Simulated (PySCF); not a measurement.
A PySCF script (with the pyscf-properties extension) for the NMR shieldings of Acetamide, C₂H₅NO, on a PBE0-D3(BJ)/def2-TZVP geometry:

```python
import basis_set_exchange as bse
import numpy as np
from pyscf import gto, dft
from pyscf.prop import nmr

atoms = """
C    -1.067906    0.053517    0.238152
C     0.247347    0.401277   -0.415514
N     1.308415   -0.335318    0.009906
O     0.363189    1.280271   -1.241078
H    -1.009461    0.196263    1.319786
H    -1.329881   -0.990844    0.051040
H    -1.842920    0.697489   -0.169285
H     2.194861   -0.192084   -0.441682
H     1.194884   -1.127533    0.614440
"""
names = dict.fromkeys(["C", "N", "O", "H"], "pcSseg-2")
basis = {el: gto.basis.parse(bse.get_basis(n, elements=[el], fmt="nwchem")) for el, n in names.items()}
mol = gto.M(atom=atoms, basis=basis, charge=0, verbose=0)
mf = dft.RKS(mol, xc="GGA_XC_KT3")
mf.grids.level = 2
mf.grids.alignment = dft.numint.BLKSIZE   # the property module wants whole blocks of grid points
mf.conv_tol = 1e-9
mf.kernel()

calc = nmr.RKS(mf)   # GIAO
sigma = calc.kernel()   # uncoupled for a functional without exact exchange
for i, s in enumerate(sigma):   # ppm
    w = np.linalg.eigvalsh((s + s.T) / 2)
    print("%2d %-2s iso %8.1f  s11 %8.1f  s22 %8.1f  s33 %8.1f" % (i, mol.atom_pure_symbol(i), w.mean(), *w))
```

**Question.** What are the results?

**Answer.** 
```
 0 C  iso    161.8  s11    137.4  s22    156.9  s33    191.2
 1 C  iso     20.2  s11    -66.7  s22     35.3  s33     92.1
 2 N  iso    154.2  s11     65.9  s22    153.6  s33    243.1
 3 O  iso    -78.5  s11   -350.9  s22   -172.2  s33    287.4
 4 H  iso     29.6  s11     26.3  s22     28.8  s33     33.6
 5 H  iso     29.7  s11     26.3  s22     29.0  s33     33.7
 6 H  iso     30.0  s11     26.8  s22     28.7  s33     34.6
 7 H  iso     27.2  s11     22.7  s22     24.4  s33     34.4
 8 H  iso     26.7  s11     22.4  s22     25.7  s33     32.1
```

These numbers come from an equivalent density-fitted implementation of the same equations, which agrees with the script to about 0.01 ppm for H and up to a few tenths of a ppm for heavy atoms, so last digits may differ.

**Question.** Turn these shieldings into chemical shifts. Chemical shifts δ = σref − σ; 13C (183.24 ppm), 1H (31.63 ppm) vs TMS; 15N (261.05 ppm) vs NH3; 17O (325.30 ppm) against H2O, all at this level.

**Answer.** Averaging equivalent atoms: C 1: 163.0; C 0: 21.4; N 2: 106.9; O 3: 403.8; H 8: 4.89; H 7: 4.46; H 4/5/6: 1.87 ppm. Unscaled 17O shifts of doubly bonded oxygen tend to come out too high, by tens of ppm or more. Experimental scales use liquid or dissolved standards, which lie at an offset from isolated NH3 (liquid NH3: subtract about 20 ppm) and H2O (liquid H2O: subtract about 36 ppm).

Size and cost of the density-fitted run: 214 basis functions, 21 s wall time on 1 thread of an Arm Neoverse V1, shared host; peak memory 0.93 GiB.
